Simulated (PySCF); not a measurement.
**What an electron can do to P2**

r²SCAN in PySCF with def2-TZVPPD on every atom, for the lowest determinant that a PBE0 search found; no spin–orbit coupling.

```csv
species,state (unpaired electrons),Re (Å),ωe (cm⁻¹),energy of the minimum from the neutral (eV),De (eV),dissociates to
P2,singlet (closed shell),1.890,814,0.00,4.90,P + P
P₂⁺,doublet (π ↑),1.977,707,10.41,5.12,P⁺ + P
```

Q: Work out the lowest energy to break P2 into atoms, from its vibrational ground state.

A: D0 = De − ωe/2 = 4.90 − 0.05 = 4.85 eV (r²SCAN/def2-TZVPPD).

Q: Work out the ionisation energy of the P atom at this level and the threshold of dissociative ionisation.

A: IE(P) = 10.41 + 5.12 − 4.90 = 10.63 eV, so P⁺ + P + e⁻ appears at D0 + IE(P) = 15.48 eV (r²SCAN/def2-TZVPPD). The measured IE(P) is 10.487 eV (NIST ASD).

These are thermodynamic thresholds; the onsets seen under electron impact lie higher where the geometry changes, and cross-sections peak well above them.

States were picked by a PBE0 search and need not be the measured ground states.
